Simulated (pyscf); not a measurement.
H₂P–GeH₃ + water (H₂O) → HO–PH₂ + germane (GeH₄), a four-centre exchange (singlet surface; Ge–P, H–O broken, O–P, Ge–H formed). Structures and frequencies: ωB97X-D3(BJ)/def2-SVP in PySCF. MP2 and CC: frozen core, UHF for open shells. ΔMP2 is the change of the MP2 total energy from the triple- to the quadruple-zeta basis. Energies in kcal/mol from the separated reactants.

Small-basis levels: PySCF, no dispersion term, spherical d functions. 

Q: Quick HF/6-31G*+LANL2DZ single points give ΔE‡ = 82.3 kcal/mol and ΔE = +5.6 kcal/mol. What does CCSD(T)/def2-TZVPP + ΔMP2(QZVPP) give, and how far is the quick result from it?

A: CCSD(T)/def2-TZVPP + ΔMP2(QZVPP) gives ΔE‡ = 65.4 kcal/mol and ΔE = +10.9 kcal/mol. HF/6-31G*+LANL2DZ lies 16.9 kcal/mol over it in the barrier and 5.3 kcal/mol under it in the reaction energy, so on this step it does not hold to within 3.0 kcal/mol. CCSD(T)/def2-TZVPP + ΔMP2(QZVPP) has limits of its own. The same reactants have a lower exit, to PH₃ + HO–GeH₃ (barrier +41.2 kcal/mol at ωB97M-D3(BJ)/def2-TZVP, against +62.2 kcal/mol here). One saddle was located; it need not be the lowest between these sides. The CCSD(T) − MP2 part came from Ansatz, without density fitting, on the same reference. The frozen core leaves the outer d or s,p core shells of the metals and heavy elements correlated in the MP2 and CC values, and def2-TZVPP describes them poorly, which can shift differences by a few kcal/mol. In the def2 sets elements up to Kr have no core potential.
